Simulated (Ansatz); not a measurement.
This Ansatz (a quantum-chemistry and plane-wave program) input (CCSD(T)/cc-pVDZ) gives -230.92534 Eh with 109 basis functions. A basis named .json is the Basis Set Exchange file of that set (core-valence sets with the plain set on hydrogen).

Ansatz 0.2 input:
```yaml
crystal:
  periodic: [false, false, false]
  atoms:
    - {symbol: C, position_ang: [0.00665950, 1.54479392, 0.01509290]}
    - {symbol: C, position_ang: [1.17493834, 0.74565165, 0.01275948]}
    - {symbol: C, position_ang: [1.19231559, -0.65251117, -0.00079146]}
    - {symbol: C, position_ang: [-0.00587912, -1.36377009, -0.01332427]}
    - {symbol: C, position_ang: [-1.19789656, -0.64209902, -0.01185711]}
    - {symbol: C, position_ang: [-1.16846543, 0.75585990, 0.00191054]}
    - {symbol: H, position_ang: [2.15387681, 1.23679856, 0.02212182]}
    - {symbol: H, position_ang: [2.13917154, -1.19434108, -0.00165057]}
    - {symbol: H, position_ang: [-0.01056120, -2.44986618, -0.02393561]}
    - {symbol: H, position_ang: [-2.14938844, -1.17565942, -0.02150474]}
    - {symbol: H, position_ang: [-2.14313261, 1.25551703, 0.00222853]}
basis:
  gaussian:
    orbitals: cc-pVDZ
total_charge: -1
magnetization: {spin_polarized: false}
correlation: {method: ccsd_t, frozen_orbitals: {C: 0, H: 0}}
```

Change:
```diff
- orbitals: cc-pVDZ
+ orbitals: cc-pCVDZ.json
```

Q: What does the run give now?

A: -231.14603 Eh (CCSD(T)/cc-pCVDZ, 133 functions), a change of -220.69 mEh.
